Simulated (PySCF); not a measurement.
# MgS⁻ at UHF-CCSD(T)

Level: UHF-CCSD(T). PySCF, no relativity, basis sets Mg def2-SVPD, S def2-SVPD.

For MgS⁻, the state is ²Σ⁺ (doublet), unpaired electrons σ ↑, the bond length is 2.279 Å and the harmonic wavenumber is 451 cm⁻¹. The force constant is 1.64 mdyn/Å and the rotational constant Be is 0.2369 cm⁻¹. The anharmonicity ωexe is 1.96 cm⁻¹ and the vibration–rotation constant αe is 0.00142 cm⁻¹.

Correlated steps freeze 6 core orbitals. The state is the lowest determinant that a PBE0 search found; another state may lie lower at other levels.
